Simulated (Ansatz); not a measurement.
We consider hcp Hf, described by PBE+SOC in Ansatz (plane waves, PAW).

From the output:

```
Crystal: 2 atoms, lattice volume = 44.632 Å³
Basis set: ecut = 520 eV, 1177 PW (Γ), exchange–correlation on 48×48×80 points (8 copies of the dense FFT grid, shifted against one another)
Bands: 64, of which v1, the nominal top of the filled ones, is band 52 counted from 1 (51 counted from 0)
Symmetry: 24 space group operations + 24 with time reversal
k-points: 259 of 3888
Initial density: superposition of atomic densities (chi_scale 0.1, normalization cell)
Functional: x = pbe(κ = 0.804, μ = 0.2195149727645171), c = pbe(β = 0.06672455060314922)
spin=Noncollinear: Kerker preconditioning applied to the charge; magnetization (m_x, m_y, m_z) channels mix plain (no charge-response kernel on spin).
SCF 1 converged in 10 iterations: F = -31479.994921 eV  dr2 = 3.23e-11
SCF converged after 10 iterations
Free energy (F): -31479.994921 eV
Internal energy: -31479.982466 eV  (E = F + TS)
E sigma→0 (E₀):  -31479.988693 eV
Fermi energy:    19.940784 eV
--- Forces (eV/Å), atoms counted from 1 ---
  atom   1  Hf    -0.00000000     0.00000000     0.00000000
  atom   2  Hf     0.00000000    -0.00000000     0.00000000
--- Stress (GPa, compression-positive) ---
        0.737020      -0.000000       0.000000
        0.000000       0.737020       0.000000
        0.000000       0.000000       0.817252
  P = ⅓ Tr σ = 0.7638 GPa (7.638 kbar)
```

Write an input file that could have produced this run (the log leaves some choices open).

One answer among several that fit: 
Ansatz 0.2 input:
```yaml
crystal:
  lattice:
    - [1.5971, -2.766258, 0.0]
    - [1.5971, 2.766258, 0.0]
    - [0.0, 0.0, 5.0512]
  atoms:
    - { symbol: Hf, position: [0.33333333, 0.66666667, 0.25] }
    - { symbol: Hf, position: [0.66666667, 0.33333333, 0.75] }
basis:
  ecutwfc: 520
  ecutrho_ratio: 4
  xc_grid: 2
kpoints:
  mp_grid: { grid: [18, 18, 12] }
hamiltonian:
  xc: pbe
  dispersion: none
  pseudopotentials: { kind: paw }
scf:
  occupations: { method: fermi_dirac, width: 0.05 }
  convergence: { dr2_threshold: 0.0000000002 }
output:
  forces: true
  stress: true
  eigenvalues: true
magnetization:
  noncollinear: true
  spin_orbit: true
```

Note: cell and atoms aren't relaxed at this level (pressure 0.8 GPa).

Computing time: very roughly 2.8 core-minutes.

Ansatz is a quantum-chemistry and plane-wave program.
